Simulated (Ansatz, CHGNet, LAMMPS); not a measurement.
## How well does each level of theory give the lattice constant a of wurtzite CdSe?

Reference value: 4.298 Å (measured, temperature not stated, no zero-point or thermal correction; as tabulated in PVEducation, CdSe (wurtzite), citing its ref. 1).

**Question.** What do ionic model fan2014, CHGNet 0.3.0, PBE, r²SCAN, Hartree–Fock give, and how far is each from the reference?

**Answer.** 
| level (code) | value (Å) | difference (%) |
|---|---|---|
| ionic model fan2014 (rigid ions, LAMMPS) | 4.318 | +0.47 |
| CHGNet 0.3.0 | 4.378 | +1.86 |
| PBE (Ansatz) | 4.383 | +1.98 |
| r²SCAN (Ansatz) | 4.340 | +0.98 |
| Hartree–Fock (Ansatz) | 4.461 | +3.79 |

The reference's temperature isn't stated, so close values are not ranked against it. Off by more than 1.25 %, or 1.75 % on the side where a correction would as a rule narrow the miss (bounds picked here): Hartree–Fock (+3.79 %), PBE (+1.98 %), CHGNet 0.3.0 (+1.86 %).

The measured value isn't corrected to a static lattice, so vibrations enter the comparison.  Cutoffs and k meshes differ between the levels. Ansatz's density-functional and Hartree–Fock values are scalar-relativistic unless marked +SOC, with PAW data made under PBE.

Empirical potentials (ionic model fan2014) are fitted to chosen data: where that held the value shown, agreement is built in, and what lay outside the fit can be far off. Machine-learned potentials (CHGNet 0.3.0) are trained on DFT data: a solid inside that data is no test of them.

Differences are worked out from the printed values.

Ansatz is a program for electronic structure.
